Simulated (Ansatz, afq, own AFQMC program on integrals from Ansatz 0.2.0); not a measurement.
# SiClF, singlet in def2-TZVP, levels against CCSDT(Q)

```xyz
3

F     0.6377   -1.2391    0.2064
Si   -0.6175   -0.3801   -0.3761
Cl   -0.0312    1.5544    0.1564
```

Connectivity, by distances: F–Si–Cl.

Basis def2-TZVP. Only valence electrons are correlated. Ansatz 0.2.0 and our own AFQMC program on the same integrals; the CISD trial comes from CCSD amplitudes, and released means the phaseless constraint is let go. Uncertainties: one standard error, sampling alone.

Determinant: RHF, the one that the program's search chose, which needn't be the lowest solution. The geometry is a PBE0/def2-SVP stationary point of this or a neighbouring charge and spin state.

No full CI on the walks' own integrals is used here; CCSDT(Q) serves as the reference and is uncertain by about the last step of the cluster series.

* T1 diagnostic: 0.0141
* weight of the determinant in the CISD state: 0.830
* size of the correlated space: 18 electrons in 94 orbitals

Reference: CCSDT(Q), correlation energy -15.747 eV. The released energy is read at 0.99 1/Eh, later times being too noisy (meV from the phaseless value at times in 1/Eh: -15 ± 9 at 0.24, -9 ± 6 at 0.51, -14 ± 9 at 0.99, -21 ± 13 at 1.50).

```json
{"level": "HF", "E − E(reference) (kcal/mol)": "363.13", "share of correlation (%)": "0.00"}
{"level": "MP2", "E − E(reference) (kcal/mol)": "30.30", "share of correlation (%)": "91.65"}
{"level": "CCSD", "E − E(reference) (kcal/mol)": "14.57", "share of correlation (%)": "95.99"}
{"level": "CCSD(T)", "E − E(reference) (kcal/mol)": "1.25", "share of correlation (%)": "99.66"}
{"level": "CCSDT", "E − E(reference) (kcal/mol)": "0.71", "share of correlation (%)": "99.80"}
{"level": "ph-AFQMC/HF", "E − E(reference) (kcal/mol)": "-1.64 ± 0.78", "share of correlation (%)": "100.45"}
{"level": "ph-AFQMC/CISD", "E − E(reference) (kcal/mol)": "0.23 ± 0.15", "share of correlation (%)": "99.94"}
{"level": "released AFQMC", "E − E(reference) (kcal/mol)": "-0.10 ± 0.21", "share of correlation (%)": "100.03"}
```

A walk keeps the symmetry of its determinant, which the program's search chose and which needn't be the lowest solution, so a lower state of the same spin and another symmetry isn't excluded. Released energies are given only where the last usable release times agree within the noise; a slower fall can still hide under it.
